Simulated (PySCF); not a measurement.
Molecule: SMILES C[C@H]1[CH+]C=CC1, [C6H9]+.

Numbering as in the mapped SMILES `[CH3:1][C@H:2]1[CH+:3][CH:4]=[CH:5][CH2:6]1` (H(Xn): hydrogen on atom n). Ha(C6) is cis to C1 on the ring; Hb(C6) is trans to C1 on the ring.

Geometry PBE0-D3(BJ)/def2-SVP throughout; GIAO in PySCF 2.14, gas phase, one conformer, non-relativistic; equivalent atoms averaged; functional PBE0.

(1) How do the shifts δ (against TMS at the same level) depend on the basis set? (a selection of nuclei; ppm; last column core-seconds on shared hosts with different chips, so compare them loosely)

(2) Which nucleus among those listed moves most, in ppm?

(3) Taking the largest basis, def2-TZVP (240 functions), as the yardstick, rank the others by their worst heavy-atom deviation.

Results:

(1) 
```csv
basis set,functions,C5,C4,C1,H(C3),H(C4),Hb(C6),Ha(C6),H(C2),H(C1),core-s
STO-3G,39,195.8,128.0,24.0,11.36,8.95,4.53,4.20,3.93,2.07,3.1
6-31G,72,230.6,144.1,16.7,11.20,8.79,4.50,4.09,4.18,2.15,6
6-31G*,102,228.2,140.0,15.2,10.85,8.29,4.13,3.66,3.92,1.89,8.3
def2-SVP,129,235.3,144.4,15.1,10.72,8.25,4.11,3.60,3.79,1.74,11
pcSseg-1,147,247.7,152.8,16.7,10.85,8.46,4.30,3.71,3.89,1.94,14
"6-311+G(2d,p)",216,243.0,149.7,16.0,10.98,8.38,4.28,3.68,4.00,1.80,23
def2-TZVP,240,247.0,151.7,16.8,10.99,8.41,4.28,3.71,4.00,1.82,30
```

(2) C5 (alkene CH): from 195.8 ppm with STO-3G to 247.7 ppm with pcSseg-1. The smallest spread is 0.39 ppm, at H(C2). Proton shifts span only some 12 ppm, so a few tenths of a ppm matter as much there as several ppm in carbon.

(3) pcSseg-1 1.1 ppm (147 functions), 6-311+G(2d,p) 4.0 ppm (216 functions), def2-SVP 11.7 ppm (129 functions), 6-31G 16.4 ppm (72 functions), 6-31G* 18.9 ppm (102 functions), STO-3G 51.3 ppm (39 functions).

A small basis that lands close on one nucleus may do so by chance; judge by the trend and by all nuclei.
